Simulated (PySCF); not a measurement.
## Working out the ionisation energy of S

S [Ne] 3s2 3p4 (3P) → S⁺ [Ne] 3s2 3p3 (4S). Computed with PySCF 2.14 in 6-31G*, with the non-relativistic Hamiltonian (point nucleus). Frozen: [Ne]. Energies in hartree (1 hartree = 27.21139 eV):

```json
{"part": "UHF", "S (lower)": "-397.474635", "S⁺ (upper)": "-397.138466"}
{"part": "CCSD correlation", "S (lower)": "-0.093927", "S⁺ (upper)": "-0.081893"}
{"part": "(T)", "S (lower)": "-0.001344", "S⁺ (upper)": "-0.000889"}
```

Task: What does Hartree-Fock give?

Result: (-397.138466) − (-397.474635) = 0.336169 hartree = 9.148 eV.

Task: What do CCSD and CCSD(T) give?

Result: The CCSD correlation energies differ by 0.012034 hartree = 0.327 eV and the triples by 0.000455 hartree = 0.012 eV, so CCSD gives 9.475 eV and CCSD(T) 9.487 eV.

Measured between the centres of the two terms (NIST): 10.336 eV, so CCSD(T) (valence) is off by -0.849 eV.

What remains against the reference includes basis incompleteness, the frozen core and higher excitations.
